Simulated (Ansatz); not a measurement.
# AlH3O (singlet): the correlation ladder at distance Al1–O2 = 2.317 Å, cc-pVDZ

Aim: climb from Hartree-Fock through coupled cluster and multireference methods for AlH3O (singlet) at one geometry and basis, and see what each rung misses.

Program: Ansatz 0.2.0, Gaussian basis. Level of theory: cc-pVDZ, core rule «outside noble gas», up to 6 orbitals frozen. These are calculated values, not measurements.

Plan: UHF; CCSD(T) on RHF; BCCD(T) on RHF; CISD; CCSDT(Q) on RHF; CASSCF and MRCISD+Q, 2 electrons in 2 orbitals; CASSCF and NEVPT2, 2 electrons in 2 orbitals.

23 further runs of the same task are left out: 2 for a mislabelled method, 10 for a known fault of the program, 7 that didn't finish, 4 set aside as unsound or not needed.

### Step 1. The geometry

The geometry derives from a PBE0/def2-TZVP stationary point (not a proven minimum). One bond is set to the value named and the two fragments are kept rigid.

5 atoms, charge 0, spin multiplicity 1.

Atoms are counted from 1 here; the program's logs count them from 0.

Bond lengths: Al1–H3 1.581 Å, Al1–H4 1.581 Å, O2–H5 0.944 Å. Angles: H3–Al1–H4 122.6°.

### Step 2. UHF

File in.yaml:

```yaml
crystal:
  periodic: [false, false, false]
  atoms:
    - {symbol: Al, position_ang: [0.000000, 0.000000, 0.843948]}
    - {symbol: O, position_ang: [0.000000, 0.000000, -1.473052]}
    - {symbol: H, position_ang: [0.000000, 1.386849, 1.603959]}
    - {symbol: H, position_ang: [0.000000, -1.386849, 1.603959]}
    - {symbol: H, position_ang: [0.000000, 0.000000, -2.417277]}
basis:
  gaussian: {orbitals: cc-pVDZ}
magnetization: {spin_polarized: true, initial_magnetization: 0}
hamiltonian: {xc: hf}
output: {orbitals: {seedname: orbitals}}
```

Started as:

```bash
ansatz run in.yaml --threads 1 --pin off --events-out ev --progress --plain --max-ram 2393MiB
```

After this run come: CCSD(T) on RHF; BCCD(T) on RHF; CISD; CCSDT(Q) on RHF; CASSCF and MRCISD+Q, 2 electrons in 2 orbitals; CASSCF and NEVPT2, 2 electrons in 2 orbitals.

**Question.** What will the summary of the whole plan be? Wanted: RCCSDT(Q) below the RHF energy; RMP2 from RCCSDT(Q); RCCSD from RCCSDT(Q); RCCSD(T) from RCCSDT(Q); T1 diagnostic.

As calculated:

| quantity | value |
| --- | --- |
| RCCSDT(Q) below the RHF energy | -7.9792 eV |
| RMP2 from RCCSDT(Q) | +786.3 meV |
| RCCSD from RCCSDT(Q) | +223.2 meV |
| RCCSD(T) from RCCSDT(Q) | +48.8 meV |
| levels within 1 kcal/mol (43 meV) | RCCSDT |
| T1 diagnostic | 0.026 |

RCCSD(T) misses by +48.8 meV, 0.6 % of the correlation energy. These misses are within one basis, not against nature.
